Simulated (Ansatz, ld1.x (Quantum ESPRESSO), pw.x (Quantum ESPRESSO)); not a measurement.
niobium (fcc): variants of one TM potential in the solid

ld1.x (Quantum ESPRESSO) 7.5 input, shortened:

```
&input
   title='Nb', zed=41., rel=1, dft='PW', iswitch=3,
   config='[Kr] 4d4 5s0.5 5p0.5'
 /
 &inputp
   pseudotype=2, tm=.true., lloc=1,
   nlcc=.true.
 /
3
5S  1  0   0.50   0.00  2.95  2.95  0.0
4D  3  2   4.00   0.00  2.60  2.60  0.0
5P  2  1   0.50   0.00  4.05  4.05  0.0
 &test
   configts(1)='4d4 5s0.5 5p0.5'
 /
```

Crystal test: fcc Nb in pw.x 7.5, no spin, 14³ k-points, Fermi–Dirac smearing 0.01 Ry, cutoffs set for each file from its atomic test. The reference is all-electron LAPW (Ansatz 0.2.0) with the same functional, mesh and smearing; V0 and B0 come from Birch–Murnaghan fits to the pressures at five volumes. Errors are pseudo minus all-electron; Δ is the rms difference of the E(V) curves that follow from these fits, minima aligned, over ±6 % about the mean V0. Mesh and smearing are coarse, so the numbers serve the comparison and aren't converged zero-temperature values; the lattice is a test structure that the element need not adopt.

All-electron: a0 = 4.141 Å (V0 = 17.75 Å³/atom), B0 = 181.7 GPa.

Base: The largest radius (4.05 bohr) exceeds half the bond length (2.76 bohr), so the spheres overlap, which is one possible source of error among others. This is a poor potential for the solid. The logarithmic derivative shows an extra or strongly shifted pseudo pole above the reference energy (s near 1.39 Ry).

A dash in a converged row means that the minimum lies outside the volumes sampled.

| change | cutoffs (Ry) | pw.x | a0 (Å) | a0 error (%) | B0 error (%) | Δ (meV/atom) | mean pressure error (GPa) |
| --- | --- | --- | --- | --- | --- | --- | --- |
| base | 50/200 | converged | – | – | – | – | +27.95 |
| wave 5p (bound): rc 4.05 bohr becomes 5p (bound): rc 2.76 bohr | 50/200 | converged; bound ghost | – | – | – | – | +79.27 |
| wave 5p (bound): rc 4.05 bohr becomes 5p (bound): rc 3.58 bohr | 50/200 | converged | – | – | – | – | +29.18 |
| wave 5p (bound): rc 4.05 bohr becomes 5p (bound): rc 4.46 bohr | 50/200 | converged | – | – | – | – | +23.06 |
| wave 5p (bound): rc 4.05 bohr becomes 5p (bound): rc 5.16 bohr | 50/200 | converged | 4.200 | +1.43 | +19.2 | 35.3 | +10.90 |
| wave 5p (bound): rc 4.05 bohr becomes 5p (bound): rc 6.06 bohr | 50/200 | converged; bound ghost | 4.180 | +0.94 | +57.2 | 30.2 | +9.63 |
